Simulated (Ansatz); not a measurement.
hcp Hf was calculated with PBEsol in Ansatz (PAW).

Run with plane-wave cutoff 520 eV, 18×18×12 k mesh (along the axes of the cell as run), Fermi–Dirac smearing 0.05 eV, scalar-relativistic PAW data made under PBE.

Shape and atoms are relaxed at each volume.

Pressure at four volumes; x = ln(V/21.605 Å³). One pressure is withheld.

```
V (Å³/atom)        x  P (GPa)
-----------  -------  -------
20.741       -0.0408        ?
21.173       -0.0202     2.38
21.605        0.0000     0.00
22.469        0.0392    -4.16
```

Task: Pass a parabola P(x) through the three rows shown, estimate the bulk modulus and its pressure derivative near zero pressure, and predict the withheld pressure.

Result: Slopes between the rows: (0.00 − (2.38))/(0.0000 − (-0.0202)) = -117.82 and (-4.16 − (0.00))/(0.0392 − (0.0000)) = -106.12 GPa. Their difference over the span 0.0594 is c = 11.70/0.0594 = 197.0 GPa, so P(x) = 2.38 + (-117.82)(x − (-0.0202)) + 197.0 (x − (-0.0202))(x − (0.0000)). At the middle row B = −dP/dx = −[-117.82 + 197.0 × 0.0202] = 113.8 GPa, and B′ = dB/dP = 2c/B = 3.5. At x = -0.0408 the parabola gives 4.97 GPa; the run gives 4.97 GPa. The Birch–Murnaghan fit to the energies at all volumes has B0 = 113 GPa and B′ = 3.4.

Measured, for comparison: bulk modulus 110 GPa (zero-point energy and finite temperature contributions removed; as tabulated in doi:10.1021/acs.jctc.3c00612). Computed less measured: bulk modulus +2.7 %.

Spin–orbit coupling is not included.

Ansatz is a first-principles code.
